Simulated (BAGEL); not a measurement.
# UHF/6-31G(d) (density fitting with qzvpp-jkfit, spherical functions) run of doublet BH5S+

Wanted: the energy of doublet BH5S+. 

The calculation is run with BAGEL 1.2.2.

2 further runs of the same task are left out: 2 that didn't finish.

### 1 The structure to begin with

The species is BH5S+ (7 atoms), meant as a doublet with charge +1. As SMILES of the parent species, `[BH3-][SH2+]`. The shape is that of a PBE0-D4/def2-TZVP optimisation. That shape belongs to the parent species and isn't relaxed for this state.

Bond lengths: B1–S2 1.975 Å, B1–H3 1.207 Å, B1–H4 1.203 Å, B1–H5 1.207 Å, S2–H6 1.346 Å, S2–H7 1.346 Å. Angles: B1–S2–H6 103.7°, B1–S2–H7 103.7°, S2–B1–H3 100.3°, S2–B1–H4 107.0°, S2–B1–H5 100.3°, H6–S2–H7 92.5°, H3–B1–H4 116.2°, H3–B1–H5 113.7°, H4–B1–H5 116.2°.

### 2 The energy at UHF/6-31G(d) (density fitting with qzvpp-jkfit, spherical functions)

hf.json reads:

```json
{ "bagel": [

{
  "title": "molecule",
  "basis": "6-31gs.json",
  "df_basis": "qzvpp-jkfit",
  "angstrom": true,
  "geometry": [
    { "atom": "B", "xyz": [   -0.525600,   -0.461500,   -0.504300 ] },
    { "atom": "S", "xyz": [    0.568600,    0.977600,    0.290900 ] },
    { "atom": "H", "xyz": [   -1.623200,    0.036400,   -0.431500 ] },
    { "atom": "H", "xyz": [   -0.344400,   -1.447600,    0.159700 ] },
    { "atom": "H", "xyz": [   -0.075400,   -0.482100,   -1.624500 ] },
    { "atom": "H", "xyz": [    0.286000,    0.903800,    1.604900 ] },
    { "atom": "H", "xyz": [    1.775400,    0.405500,    0.458900 ] }
  ]
},
{
  "title": "uhf",
  "charge": 1,
  "nopen": 1
},
{
  "title": "print",
  "file": "orbitals.molden",
  "orbitals": true
}

]}
```

The basis set 6-31G* is read from a file made from the Basis Set Exchange's data (not shown).

On the command line:

```sh
$ BAGEL_NUM_THREADS=1 BAGEL hf.json > hf.out
```

The program printed:

```text
* using 1 threads per process

  ===============================================================
  ===============================================================

  *** Geometry ***

  { "atom" : "B", "xyz" : [     -0.993240,     -0.872109,     -0.952989 ] },
  { "atom" : "S", "xyz" : [      1.074498,      1.847396,      0.549721 ] },
  { "atom" : "H", "xyz" : [     -3.067403,      0.068786,     -0.815417 ] },
  { "atom" : "H", "xyz" : [     -0.650822,     -2.735568,      0.301789 ] },
  { "atom" : "H", "xyz" : [     -0.142485,     -0.911037,     -3.069860 ] },
  { "atom" : "H", "xyz" : [      0.540462,      1.707934,      3.032821 ] },
  { "atom" : "H", "xyz" : [      3.355020,      0.766284,      0.867195 ] },

  Number of auxiliary basis functions:      293

  Since a DF basis is specified, we compute 2- and 3-index integrals:
    o Being stored without compression. Storage requirement is 0.004 GB

  Number of basis functions:       42
  Number of electrons      :       26

    * METHOD: MOLECULE                             0.08

  *** Open-shell HF ***

  === Nuclear Repulsion ===
    54.7452153616

      * DIIS with orbital gradients will be used.

  === UHF iteration (6-31gs.json) ===
      0       -424.55058476          0.03957613           0.02
      1       -424.64174858          0.01521272           0.02
      2       -424.65625645          0.00612452           0.02
      3       -424.66020376          0.00285344           0.02
      4       -424.66245446          0.00213953           0.02
      5       -424.66486363          0.00161836           0.02
      6       -424.66679582          0.00116068           0.02
      7       -424.66732869          0.00122195           0.02
      8       -424.66777578          0.00117469           0.02
      9       -424.67047903          0.00075490           0.02
     10       -424.66998102          0.00103245           0.02
     11       -424.67087817          0.00031318           0.02
     12       -424.67090633          0.00027386           0.02
     13       -424.67093693          0.00017393           0.02
     14       -424.67094156          0.00002968           0.02
     15       -424.67094250          0.00000707           0.02
     16       -424.67094266          0.00000282           0.02
     17       -424.67094269          0.00000145           0.02
     18       -424.67094270          0.00000072           0.02
     19       -424.67094270          0.00000052           0.02
     20       -424.67094270          0.00000029           0.02
     21       -424.67094271          0.00000023           0.02
     22       -424.67094271          0.00000021           0.02
     23       -424.67094271          0.00000016           0.02
     24       -424.67094271          0.00000008           0.02
     25       -424.67094271          0.00000006           0.02
     26       -424.67094271          0.00000005           0.02
     27       -424.67094271          0.00000003           0.02
     28       -424.67094271          0.00000001           0.02
     29       -424.67094271          0.00000001           0.02
    * SCF iteration converged.

    * S^2 (UHF) is 0.7621

    * Permanent dipole moment:
           (   -0.197717,     0.918174,    -0.656019) a.u.

    * METHOD: UHF                                  0.65

    * METHOD: PRINT                                0.00

  ===============================================================
```

Run time: 0.88 s. Hardware: 1 thread of Arm Neoverse V1, shared host.

### 3 Outcome

At UHF/6-31G* (density fitting with qzvpp-jkfit, spherical functions):

| quantity | value |
| --- | --- |
| total energy | -424.67094 Eh |
| ⟨S²⟩ | 0.762 |
